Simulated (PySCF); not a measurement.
Gas-phase reaction: 3 AlOH + 3 H₂ = Al(OH)₃ + Al₂H₆

Energies from PySCF, thermal terms from the rigid-rotor harmonic-oscillator model, ideal gas at 1 bar. † marks an energy on the PBE0/def2-TZVP geometry and frequencies; other levels use their own. CCSD(T) freezes the core. All species are closed-shell singlets. B3LYP is the form with VWN-RPA correlation. Al(OH)₃, Al₂H₆: computed as isolated molecules; such fragments, hydroxides, amides, oligomers or adducts are transient or little studied in the gas. CCSD(T) isn't extrapolated to the basis-set limit.

```tsv
level	ΔH°(298 K), kJ
B3LYP/def2-TZVP†	-301
BLYP/def2-TZVP†	(withheld)
CCSD(T)/def2-SVP†	(withheld)
CCSD(T)/def2-TZVPP†	-342
HF/def2-TZVP†	-348
M06-2X/def2-TZVP†	-306
PBE/def2-TZVP†	-315
PBE0/def2-TZVP	(withheld)
LDA/def2-TZVP†	-392
ωB97M-V/def2-TZVP†	-321
ωB97X-V/def2-TZVP†	(withheld)
```

Task: Complete the blanks.

Result: 
- BLYP/def2-TZVP†, ΔH°(298 K), kJ: -253
- CCSD(T)/def2-SVP†, ΔH°(298 K), kJ: -336
- PBE0/def2-TZVP, ΔH°(298 K), kJ: -355
- ωB97X-V/def2-TZVP†, ΔH°(298 K), kJ: -380
